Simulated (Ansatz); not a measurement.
```yaml
crystal:
  periodic: [false, false, false]
  atoms:
    - {symbol: Ti, position_ang: [-0.232807, 0.213029, -0.346957]}
    - {symbol: N, position_ang: [0.729629, -0.667644, 1.087381]}
    - {symbol: H, position_ang: [0.875298, -1.701394, 1.038500]}
    - {symbol: H, position_ang: [1.086009, -0.093294, 1.884477]}
    - {symbol: H, position_ang: [-1.044519, 0.955784, -1.556669]}
basis:
  gaussian: {orbitals: def2-TZVP}
total_charge: 1
magnetization: {spin_polarized: true, initial_magnetization: 5}
hamiltonian: {xc: pbe0}
relax: {f_tol: 0.004, max_steps: 80}
```

```sh
$ ansatz run in.yaml --threads 1 --pin off --events-out ev --progress --plain --max-ram 2176MiB
```

Steps of the relaxation (energy above the last step; positions in Å, forces in eV/Å):

```
5
step 1, 1372.4 meV
Ti   -0.233    0.213   -0.347   -0.306    0.411   -0.417
N     0.730   -0.668    1.087    1.432   -1.451    2.093
H     0.875   -1.701    1.038    0.407    0.955    0.998
H     1.086   -0.093    1.884    0.119   -1.360   -0.192
H    -1.045    0.956   -1.557   -1.652    1.444   -2.482
```

```
5
step 2, 596.9 meV
Ti   -0.248    0.238   -0.367   -0.182    0.248   -0.248
N     0.760   -0.697    1.132    0.502   -0.486    0.741
H     0.920   -1.711    1.115    0.353    0.304    0.711
H     1.124   -0.162    1.931    0.209   -0.825    0.124
H    -1.142    1.038   -1.704   -0.882    0.759   -1.328
```

```
5
step 3, 200.0 meV
Ti   -0.262    0.261   -0.384   -0.092    0.122   -0.125
N     0.785   -0.720    1.170    0.067   -0.046    0.104
H     0.966   -1.722    1.192    0.233   -0.120    0.375
H     1.164   -0.233    1.981    0.213   -0.315    0.282
H    -1.240    1.121   -1.852   -0.421    0.359   -0.636
```

```
5
step 8, 0.0 meV
Ti   -0.264    0.287   -0.381    0.000    0.000   -0.001
N     0.837   -0.759    1.250    0.001   -0.001    0.001
H     1.033   -1.762    1.297    0.000    0.002    0.000
H     1.243   -0.335    2.089   -0.001    0.000   -0.001
H    -1.435    1.276   -2.149    0.001    0.000    0.001
```

Close pairs at the end: N2–H3 1.023 Å, N2–H4 1.024 Å, Ti1–N2 2.229 Å, Ti1–H5 2.340 Å.

A stationary point of unrestricted PBE0 after 8 steps, with ⟨S²⟩ = 8.754 against 8.75 for a pure state; no frequencies were run, so it isn't proven a minimum. 4.6 min on 1 thread of Arm Neoverse N1, shared host.
